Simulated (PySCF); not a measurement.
## NO: frontier orbitals

TPSS at R = 1.142 Å; N def2-TZVPP, O def2-TZVPP; no relativity (PySCF 2.14). State: ²Π (doublet), unpaired electrons π ↑. Only the outer orbitals are listed, counted within each symmetry.

| spin | orbital | occ. | ε (eV) | on N (%) | main shells (%) |
| --- | --- | --- | --- | --- | --- |
| α | 3σ | 1 | -32.00 | 33 | 57 O s, 23 N s, 10 O p |
| α | 4σ | 1 | -17.20 | 41 | 39 N s, 34 O s, 25 O p |
| α | 1π | 1 | -13.19 | 39 | 60 O p, 38 N p |
| α | 1π | 1 | -12.89 | 38 | 62 O p, 36 N p |
| α | 5σ | 1 | -11.83 | 70 | 37 N p, 32 N s, 28 O p |
| α | 2π | 1 | -4.56 | 62 | 62 N p, 37 O p |
| α | 2π | 0 | -3.87 | 64 | 64 N p, 35 O p |
| β | 3σ | 1 | -31.56 | 33 | 56 O s, 22 N s, 10 O p |
| β | 4σ | 1 | -16.37 | 36 | 35 N s, 35 O s, 29 O p |
| β | 1π | 1 | -12.65 | 36 | 63 O p, 35 N p |
| β | 1π | 1 | -11.59 | 34 | 65 O p, 32 N p |
| β | 5σ | 1 | -11.32 | 74 | 37 N s, 37 N p, 24 O p |
| β | 2π | 0 | -3.46 | 66 | 66 N p, 34 O p |
| β | 2π | 0 | -2.21 | 68 | 68 N p, 31 O p |

Task: Which are the highest filled and the lowest empty level, where do they sit, and how wide is the gap?

Result: Highest filled α 2π at -4.56 eV (in %: 62 N p, 37 O p); lowest empty α 2π at -3.87 eV (in %: 64 N p, 35 O p); the gap at TPSS is 0.69 eV. Both belong to one degenerate shell, split only by its one-sided filling, so this is no excitation gap.

```
bond order (Mayer)                             : 2.13
⟨S²⟩                                           : 0.753
charge on N (Mulliken, basis-dependent)        : 0.03
charge on N (Löwdin, basis-dependent)          : -0.11
dipole moment (positive dipole means N(−)O(+)) : 0.20 D
```

The state was picked by a PBE0 search and need not be the measured ground state.
